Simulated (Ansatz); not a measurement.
## hcp Tl

The numbers are results of PBE-D4 (plane waves, PAW; Ansatz, a program for electronic structure), not measurements.

Settings: plane-wave cutoff 500 eV, 24×24×14 k mesh (along the axes of the cell as run), Fermi–Dirac smearing 0.1 eV, scalar-relativistic PAW data made under PBE.

Cell (relaxed at this level):

```
CELL_PARAMETERS angstrom
      1.75558    -3.04075     0.00000
      1.75558     3.04075     0.00000
      0.00000     0.00000     5.54763
ATOMIC_POSITIONS crystal
  Tl 0.33333 0.66667 0.25000
  Tl 0.66667 0.33333 0.75000
```

- volume per atom = 29.61 Å³/atom
- lattice parameter a = 3.511 Å
- lattice parameter c = 5.548 Å

Measured, for comparison: lattice constant a 3.457 Å, lattice parameter c 5.525 Å (293 K, not corrected to a static lattice; as tabulated in Wikipedia's data pages). Computed (rounded) less measured: lattice constant a +1.6 %, lattice parameter c +0.4 %.

Spin–orbit coupling is not included; it can shift volumes and moduli of such heavy elements.

Static lattice: no zero-point or thermal effects.

Computing time: very roughly 70 core-seconds.
